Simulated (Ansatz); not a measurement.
# BeBH₃ (triplet): wave-function methods side by side, def2-TZVPP

The task here is to estimate one member of a computed series from the others.

Computed with Ansatz 0.2.0, Gaussian basis. Level: def2-TZVPP, core rule «outside noble gas», up to 2 orbitals frozen.

The runs, in order: UHF; ROHF; CCSD(T) on UHF.

2 further runs of the same task are left out: 2 set aside as unsound or not needed.

## The system

The geometry is a PBE0/def2-TZVP stationary point (not a proven minimum) of the parent state, kept for this charge and spin.

5 atoms, charge 0, spin multiplicity 3.

Atoms are counted from 1 here; the program's logs count them from 0.

Bond lengths: B1–Be2 1.873 Å, B1–H3 1.202 Å, B1–H4 1.202 Å, Be2–H5 1.341 Å. Angles: Be2–B1–H3 123.4°, Be2–B1–H4 123.4°, H3–B1–H4 113.2°, B1–Be2–H5 180.0°.

Set-up of the first run:

in.yaml reads:

```yaml
crystal:
  periodic: [false, false, false]
  atoms:
    - {symbol: B, position_ang: [0.000000, 0.000000, 0.822294]}
    - {symbol: Be, position_ang: [0.000000, 0.000000, -1.050867]}
    - {symbol: H, position_ang: [0.000000, 1.003181, 1.484150]}
    - {symbol: H, position_ang: [0.000000, -1.003180, 1.484150]}
    - {symbol: H, position_ang: [0.000000, 0.000000, -2.392096]}
basis:
  gaussian: {orbitals: def2-TZVPP}
magnetization: {spin_polarized: true, initial_magnetization: 2}
hamiltonian: {xc: hf}
output: {orbitals: {seedname: orbitals}}
```

Run with:

```
$ ansatz run in.yaml --threads 1 --pin off --events-out ev --progress --plain --max-ram 2560MiB --backend cpu
```

Steps of the session up to this table: UHF; ROHF; CCSD(T) on UHF.

One table of the session follows, with a row left open; its other results are not shown here.

It belongs to the step «Misses and costs». 

```
  method  from UCCSD(T) (kJ/mol)
    ROHF                  +440.4
     UHF                  +435.5
    UMP2                   +88.5
   UCCSD                       ?
UCCSD(T)                       0
```

Estimate the missing values for UCCSD.

As computed: from UCCSD(T) (kJ/mol): +11.1. In the column «from UCCSD(T) (kJ/mol)» it lies between UCCSD(T) (0) and UMP2 (+88.5).
